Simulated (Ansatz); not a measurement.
# AlNH (quartet): wave-function methods side by side, cc-pVTZ

How much of the correlation energy of AlNH (quartet) does each wave-function method recover here?

Method: cc-pVTZ, core rule «outside noble gas», up to 6 orbitals frozen; program: Ansatz 0.2.0, Gaussian basis.

Plan: UHF; CCSD(T) on ROHF; CCSD(T) on UHF; BCCD(T) on ROHF; CCSDT(Q) on ROHF; CCSDT(Q) on UHF.

12 further runs of the same task are left out: 7 for a known fault of the program, 5 set aside as unsound or not needed.

### 1 The geometry

The geometry is a PBE0/def2-TZVP stationary point (not a proven minimum) of the parent state, kept for this charge and spin.

3 atoms, charge 0, spin multiplicity 4.

Atoms are counted from 1 here; the program's logs count them from 0.

Bond lengths: Al1–N2 1.737 Å, N2–H3 1.016 Å. Angles: Al1–N2–H3 130.8°.

### 2 UHF

The input, in.yaml:

```yaml
crystal:
  periodic: [false, false, false]
  atoms:
    - {symbol: Al, position_ang: [0.000000, 0.032676, 0.636525]}
    - {symbol: N, position_ang: [0.000000, -0.106661, -1.095305]}
    - {symbol: H, position_ang: [0.000000, 0.607486, -1.818390]}
basis:
  gaussian: {orbitals: cc-pVTZ}
magnetization: {spin_polarized: true, initial_magnetization: 3}
hamiltonian: {xc: hf}
output: {orbitals: {seedname: orbitals}}
```

Command:

```
ansatz run in.yaml --threads 1 --pin off --events-out ev --progress --plain --max-ram 4096MiB --backend cpu
```

Further steps of the session: CCSD(T) on ROHF; CCSD(T) on UHF; BCCD(T) on ROHF; CCSDT(Q) on ROHF; CCSDT(Q) on UHF.

Before running them: what should the planned runs give, taken together? Wanted: UCCSDT(Q) below the RHF energy; RMP2 from UCCSDT(Q); UMP2 from UCCSDT(Q); RCCSD from UCCSDT(Q); RCCSD(T) from UCCSDT(Q); UCCSD(T) from UCCSDT(Q); RCCSDT(Q) from UCCSDT(Q); T1 diagnostic.

As calculated:

```
                         quantity                      value
   UCCSDT(Q) below the RHF energy                 -6.3989 eV
              RMP2 from UCCSDT(Q)                 +803.3 meV
              UMP2 from UCCSDT(Q)                 +812.9 meV
             RCCSD from UCCSDT(Q)                 +299.1 meV
          RCCSD(T) from UCCSDT(Q)                  +69.8 meV
          UCCSD(T) from UCCSDT(Q)                  +67.8 meV
         RCCSDT(Q) from UCCSDT(Q)                   +1.9 meV
levels within 1 kcal/mol (43 meV)  RCCSDT, UCCSDT, RCCSDT(Q)
                    T1 diagnostic                      0.028
```

RCCSD(T) misses by +69.8 meV, 1.1 % of the correlation energy. These misses are within one basis, not against nature; the frozen cores of restricted and unrestricted runs differ, which can shift their rows.
